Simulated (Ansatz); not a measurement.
Compare A (`C=CC(Cl)OC`) with its isomer B (`C=C(Cl)C(C)O`).

Program: Ansatz. Geometries: PBE0-D4/def2-TZVP. ΔE: electronic, gas phase. CCSD(T)/CBS is the MP2 limit (def2-TZVPP, def2-QZVPP) plus CCSD(T) − MP2 in def2-TZVPP, frozen cores. DFT in def2-TZVPP. B3LYP here is the variant with VWN-RPA as its local correlation; programs differ in this. Each species was taken in one conformer, which may not be the lowest.

A:

```xyz
13

C     0.109   -0.442    2.177
C    -0.599   -0.894    1.155
C    -0.444   -0.408   -0.241
Cl   -0.099   -1.880   -1.303
O     0.542    0.522   -0.347
C     0.590    1.193   -1.587
H     0.866    0.321    2.044
H    -0.050   -0.830    3.176
H    -1.354   -1.662    1.284
H    -1.394   -0.047   -0.654
H     0.858    0.503   -2.391
H    -0.376    1.659   -1.817
H     1.351    1.965   -1.497
```

B:

Z-matrix (Å, degrees):
```
C
C 1 1.521
C 1 1.503 2 111.8
O 1 1.411 2 111.5 3 -120.4
H 1 1.101 2 108.9 3 117.9
H 2 1.092 1 109.9 3 62.5
H 2 1.090 1 111.1 3 -58.1
H 2 1.094 1 110.1 3 -177.5
Cl 3 1.735 1 113.0 2 68.3
C 3 1.321 1 125.9 2 -112.1
H 4 0.960 1 107.9 2 -42.9
H 10 1.082 3 118.9 1 -0.5
H 10 1.081 3 121.6 1 -180.0
```

Problem. Which isomer does CCSD(T)/CBS put lower? Give the gap. (An estimate is asked.)

Solution. Computed: B, by 10.2 kcal/mol.

Problem. Give E(B) − E(A) in kcal/mol with r2SCAN-D4, B2PLYP, ωB97M-V, CCSD/def2-TZVPP, B3LYP-D4, CCSD(T)/def2-TZVPP, B3LYP. (Estimate.)

Solution. Ansatz gave: r2SCAN-D4 -8.8, B2PLYP -8.4, ωB97M-V -9.6, CCSD/def2-TZVPP -9.7, B3LYP-D4 -7.6, CCSD(T)/def2-TZVPP -9.7, B3LYP -7.0. None reverses the order clearly.

Largest T1 diagnostic: 0.011.

In def2-TZVPP, CCSD(T) changes the Hartree–Fock value by −3.3 kcal/mol (the triples alone add −0.0 kcal/mol) and MP2 by −4.9 kcal/mol. From PBE to PBE0 (25 % exact exchange), in def2-TZVPP and without D4, E(B) − E(A) moves by −1.0 kcal/mol.
